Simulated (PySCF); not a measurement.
Task: Give a PBE0-D3(BJ)/def2-SVP geometry of Al(NH2Me)H3 (`[H][Al]([H])([H])<-[NH2]C`).

Result: 
```xyz
11
CH8AlN angstrom
Al    -0.2442   -0.4008   -1.5597
N     -0.2491   -0.4258    0.5050
C      0.4317    0.7199    1.1191
H      0.1783   -1.3026    0.8092
H     -1.2224   -0.4716    0.8127
H      0.4136    0.6823    2.2190
H      1.4740    0.7405    0.7734
H     -0.0532    1.6448    0.7790
H      1.3446   -0.4141   -1.8129
H     -1.0197    0.9883   -1.8003
H     -1.0536   -1.7608   -1.8446
```

Any rigid rotation of these coordinates is as good. Atoms count from 1 in this order. N2 (nitrogen bonded to Al, C and 2 H) is distorted tetrahedral (angles from 105.7° to 114.1°). Al1 (aluminium bonded to N and 3 H) is distorted tetrahedral (angles from 99.1° to 117.5°).

Bonds between heavy atoms (Å): Al1–N2 2.065, N2–C3 1.467.

Method: PBE0-D3(BJ)/def2-SVP geometry optimisation, gas phase (PySCF).

Point group: Cs (every atom within 0.08 Å of its image). Stationary, but not proved a minimum.
